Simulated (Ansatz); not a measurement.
**Al2− (doublet): wave-function methods side by side, aug-cc-pVDZ**

An exercise on one series of results from a longer session: the logs are not shown, and one member is left open.

Method: aug-cc-pVDZ, core rule «outside noble gas», up to 10 orbitals frozen; program: Ansatz 0.2.0, Gaussian basis.

Plan: UHF; CCSD(T) on ROHF; CCSD(T) on UHF; BCCD(T) on ROHF; CISD; CCSDT(Q) on ROHF; CCSDT(Q) on UHF; CISDTQ; CCSDTQ on ROHF; CCSDTQ on UHF; CASSCF and MRCISD+Q, 7 electrons in 8 orbitals; CASSCF and NEVPT2, 7 electrons in 8 orbitals; Full CI; Full CI in the symmetry of the determinant.

5 further runs of the same task are left out: 2 that didn't finish, 3 set aside as unsound or not needed.

**The system**

The geometry is a PBE0/def2-TZVPD stationary point (not a proven minimum).

2 atoms, charge -1, spin multiplicity 2.

Atoms are counted from 1 here; the program's logs count them from 0.

Bond lengths: Al1–Al2 2.538 Å.

The first run:

File in.yaml:

```yaml
crystal:
  periodic: [false, false, false]
  atoms:
    - {symbol: Al, position_ang: [0.000000, 0.000000, 0.000000]}
    - {symbol: Al, position_ang: [0.000000, 0.000000, 2.538000]}
basis:
  gaussian: {orbitals: aug-cc-pVDZ}
total_charge: -1
magnetization: {spin_polarized: true, initial_magnetization: 1}
hamiltonian: {xc: hf}
output: {orbitals: {seedname: orbitals}}
```

Command:

```sh
$ ansatz run in.yaml --threads 1 --pin off --events-out ev --progress --plain --max-ram 3956MiB --backend cpu
```

Steps of the session up to this table: UHF; CCSD(T) on ROHF; CCSD(T) on UHF; BCCD(T) on ROHF; CISD; CCSDT(Q) on ROHF; CCSDT(Q) on UHF; CISDTQ; CCSDTQ on ROHF; CCSDTQ on UHF; CASSCF and MRCISD+Q, 7 electrons in 8 orbitals; CASSCF and NEVPT2, 7 electrons in 8 orbitals; Full CI; Full CI in the symmetry of the determinant.

One table of the session follows, with a row left open; its other results are not shown here.

```
   method  from FCI (kJ/mol)
     RMP2             +106.2
     CISD              +78.9
    RCCSD              +45.1
 RCCSD(T)              +11.3
  BCCD(T)              +11.6
   RCCSDT               +6.1
   CISDTQ               +9.9
RCCSDT(Q)               +1.1
  RCCSDTQ                  ?
      FCI                  0
```

Q: Estimate the row for RCCSDTQ from the others.

The run gave: from FCI (kJ/mol): +0.7. In the column «from FCI (kJ/mol)» it lies between FCI (0) and RCCSDT(Q) (+1.1).

Limits of these values: Left out of the table: CASSCF valence, NEVPT2 valence, MRCISD valence, MRCISD+Q valence (the active space lost an orbital or holds another state than full CI finds). Left out of the table: ROHF, UHF, UMP2, UCCSD, UCCSD(T), UCCSDT, UCCSDT(Q), UCCSDTQ (another determinant or state than the rows shown).
